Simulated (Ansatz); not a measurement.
Species: NH2 (charge 0, doublet). 
Structure (B3LYP-D3(BJ)/def2-TZVP (Ansatz, an electronic-structure program) minimum search):
```
N
H 1 1.0284
H 1 1.0284 2 103.25
```
Charge 0, spin multiplicity 2.

Quantity: atomisation energy (electronic, to ground-state atoms), in eV. Correlated levels leave the core frozen unless marked. Open shells are spin-unrestricted. Spin-orbit coupling is left out. Non-relativistic. The coupled-cluster limit lacks core correlation, which all-electron functionals hold. CBS(X,Y): correlation extrapolated as X^-3; Hartree-Fock from the larger set (for Q and 5 zeta extrapolated as (X+1)exp(-9√X)).

```json
[
 {"level": "wB97M-V/def2-TZVPD", "program": "Ansatz", "atomisation energy (eV)": "___"},
 {"level": "wB97X/def2-TZVPD", "program": "Ansatz", "atomisation energy (eV)": "___"},
 {"level": "B2PLYP/def2-TZVPD", "program": "Ansatz", "atomisation energy (eV)": "7.87"},
 {"level": "CCSD/def2-TZVPP", "program": "Ansatz", "atomisation energy (eV)": "7.54"},
 {"level": "CCSD(T)/CBS(cc-pVQZ,cc-pV5Z)", "program": "Ansatz", "atomisation energy (eV)": "7.90"}
]
```

Q: Some entries are withheld; supply them.

A: 
- wB97M-V/def2-TZVPD, atomisation energy (eV): 7.96
- wB97X/def2-TZVPD, atomisation energy (eV): 7.88
